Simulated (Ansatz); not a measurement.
**Hafnium, hcp: convergence with Methfessel-Paxton smearing**

Computed with Ansatz, r²SCAN, scalar-relativistic PAW, on the relaxed cell (a = 3.199 Å, c = 5.051 Å (c/a = 1.579); spin not included). Errors count from a run at 500 eV on a Γ-centred 19×19×10 mesh with Fermi-Dirac smearing of 0.1 eV, extrapolated to zero width. Fixed here: cutoff 500 eV, mesh 11×11×6. The SCF starts from atomic densities corrected by a trained network.

```tsv
width (eV)	E(σ→0) error (meV/atom)	F error (meV/atom)	P (GPa)	SCF iterations
0.01	-0.7	-0.7	0.03	6
0.03	-0.7	-0.7	0.03	6
0.2	-1.0	-0.9	0.02	7
0.3	-1.1	0.0	-0.07	7
0.6	2.2	10.5	-0.30	7
1.0	20.9	35.3	-0.35	7
```

Question: What does the run at 0.1 give (width)?

Answer: E(σ→0) error (meV/atom): -0.8; F error (meV/atom): -0.8; P (GPa): 0.09; SCF iterations: 7.
